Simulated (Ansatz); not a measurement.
`CCC(O)F` + CH₄ → `CCC(C)F` + H₂O  (formal exchange of groups at a C–O bond)

Gas-phase electronic energies from Ansatz, PBE0-D4/def2-TZVP geometries. CCSD(T)/CBS is the MP2 limit (def2-TZVPP, def2-QZVPP) plus CCSD(T) − MP2 in def2-TZVPP, frozen cores. This one scheme is used for every species. Functionals use def2-TZVPP. Each species was taken in one conformer, which may not be the lowest.

```json
{"species": "`CCC(O)F`", "RPA@PBE/def2-TZVPP energy (Eh)": "-293.66753"}
{"species": "CH₄", "RPA@PBE/def2-TZVPP energy (Eh)": "-40.56347"}
{"species": "`CCC(C)F`", "RPA@PBE/def2-TZVPP energy (Eh)": "-257.77587"}
{"species": "H₂O", "RPA@PBE/def2-TZVPP energy (Eh)": "-76.45633"}
```

**Question.** Work out ΔE.

**Answer.** ΔE = (-257.77587) + (-76.45633) − (-293.66753) − (-40.56347) = -0.00120 Eh = -3.2 kJ/mol. CCSD(T)/CBS gives -9.5 kJ/mol.

Largest T1 diagnostic among the species: 0.010.

From BLYP to BHLYP (50 % exact exchange), in def2-TZVPP and without D4, ΔE moves by −4.1 kJ/mol. In def2-TZVPP, CCSD(T) changes the Hartree–Fock value by −10.3 kJ/mol (the triples alone add +0.1 kJ/mol) and MP2 by −13.9 kJ/mol. Leaving LDA and LC-ωPBE aside and taking each functional with its dispersion term where it has one, the values, not all of them listed here, spread over 6.4 kJ/mol, from PBE-QIDH to r2SCAN-D4.
